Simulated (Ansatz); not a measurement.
C3H3N, SMILES `C=CC#N` (charge 0, multiplicity 1).

Cartesian coordinates (Å):
```xyz
7

C     -0.7158    -0.7633    -0.1185
C     -0.1350     0.4337    -0.1586
C      1.1812     0.6740     0.3336
N      2.2432     0.8906     0.7253
H     -0.2108    -1.6255     0.2954
H     -1.7166    -0.9033    -0.5028
H     -0.6462     1.2938    -0.5746
```
Charge 0, multiplicity 1.

Frozen-core energies in 6-31g from Ansatz (a program for electronic structure) at a geometry from B3LYP-D3(BJ)/def2-TZVP; the HF reference has <S^2> = 0.00 (restricted, and unstable towards unrestricted orbitals) and the T1 diagnostic is 0.013.

```json
[
 {"level": "HF", "energy (Ha)": "-169.69356"},
 {"level": "MP2", "energy (Ha)": "-170.07193"},
 {"level": "CCSD", "energy (Ha)": "-170.09211"}
]
```

Q: Estimate the energies of CCSD(T), CCSDT and CCSDT(Q), and give each level's difference from CCSDT(Q).

A: 
| level | energy (Ha) | difference from CCSDT(Q) (mHa) |
|---|---|---|
| MP2 | -170.07193 | 35.98 |
| CCSD | -170.09211 | 15.80 |
| CCSD(T) | -170.10568 | 2.23 |
| CCSDT | -170.10593 | 1.98 |
| CCSDT(Q) | -170.10791 | 0.00 |
